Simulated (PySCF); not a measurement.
Bond curve of SiF⁺

Set-up: Si def2-TZVPPD, F def2-TZVPPD; no relativity (PySCF 2.14). Energies in eV from Si⁺ + F in their ground configurations at the same level. State: ¹Σ⁺ (singlet), closed shell.

All columns are PBE0. A positive dipole points towards F; it is taken about the centre of mass and depends on that origin.

```tsv
R (Å)	E (eV)	μ (D)	Mulliken charge on Si (basis-dependent)	HOMO (eV)	LUMO (eV)	Mayer bond order	⟨S²⟩
1.324	-5.137	-2.25	0.92	-17.44	-9.26	1.57	0.00
1.386	-6.013	-2.57	0.93	-17.56	-9.45	1.52	0.00
1.448	-6.490	-2.91	0.96	-17.68	-9.64	1.46	0.00
1.494	-6.657	-3.18	1.00	-17.77	-9.78	1.41	0.00
1.540	-6.701	-3.45	1.03	-17.85	-9.92	1.36	0.00
1.586	-6.651	-3.73	1.07	-17.91	-10.05	1.32	0.00
1.648	-6.477	-4.11	1.12	-17.98	-10.22	1.26	0.00
1.725	-6.141	-4.59	1.18	-18.01	-10.43	1.20	0.00
1.817	-5.634	-5.16	1.24	-17.97	-10.65	1.14	0.00
1.940	-4.876	-5.91	1.30	-17.71	-10.93	1.08	0.00
```

A fit through these points gives, at Re = 1.537 Å, μ = -3.43 D and dμ/dR = -5.99 D/Å; the reduced mass is 11.31 u.

**Question.** How strong is the fundamental in the double-harmonic approximation, I = 42.26·(dμ/dR)²/μred km/mol?

**Answer.** I = 42.26·(-5.99)²/11.31 = 134 km/mol at PBE0.

For an ion De counts to the pair picked by the measured ionisation energies or electron affinities, which need not be the lowest pair at this level.
